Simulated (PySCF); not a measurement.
# Electric properties by functional and basis

C5H6.
SMILES: `C#CC(=C)C`

PySCF, dipoles from the SCF density, polarisabilities from static response with core orbitals frozen. Geometry: PBE0-D3(BJ)/def2-SVP; no solvent, vibrations or thermal averaging.

Reference dipole: 0.512 D (measured, gas; NIST CCCBDB Release 22 (SRD 101), experimental dipoles). The anisotropy is √(½[(α1 − α2)² + (α2 − α3)² + (α3 − α1)²]).

| level | μ (D) | error (%) | α (au) | anisotropy (au) |
| --- | --- | --- | --- | --- |
| LDA/def2-SVPD | 0.548 | +7.0 | 64.57 | 40.40 |
| PBE/def2-SVPD | 0.521 | +1.8 | 63.86 | 40.46 |
| B3LYP/def2-SVPD | 0.505 | -1.5 | 62.87 | 39.44 |
| PBE0/def2-SVPD | 0.514 | +0.3 | 62.11 | 38.90 |
| BHandHLYP/def2-SVPD | 0.497 | -2.9 | 61.33 | 38.21 |
| CAM-B3LYP/def2-SVPD | 0.499 | -2.6 | 61.82 | 38.05 |
| wB97X-D/def2-SVPD | 0.515 | +0.5 | 62.14 | 37.73 |
| LC-wPBE/def2-SVPD | 0.498 | -2.6 | 59.93 | 36.31 |
| HF/def2-SVPD | 0.497 | -2.9 | 60.51 | 37.44 |
| PBE0/6-31G* | 0.443 | -13.5 | 49.55 | 46.09 |
| PBE0/def2-SVP | 0.500 | -2.3 | 52.78 | 43.91 |
| PBE0/def2-TZVP | 0.549 | +7.2 | 60.12 | 41.64 |

For the dipole, the smallest error is 0.3% (PBE0/def2-SVPD) and the largest 13.5% (PBE0/6-31G*). The dipole runs from 0.44 D (PBE0/6-31G*) to 0.55 D (PBE0/def2-TZVP). No reference polarisability is at hand; against PBE0 in the largest diffuse basis at hand (def2-SVPD) the other PBE0 rows deviate by 6-31G* -20%, def2-SVP -15%, def2-TZVP -3%. In one basis (def2-SVPD) the functionals order the polarisability from LC-wPBE (lowest) to LDA (highest), a spread of 8%. With PBE0 the polarisability is 54.15 au without diffuse functions (mean of 6-31G*, def2-SVP and def2-TZVP) and 62.11 au with them (def2-SVPD). Measured values can belong to vibrating molecules and may average over conformers; the computed ones are for one fixed geometry.
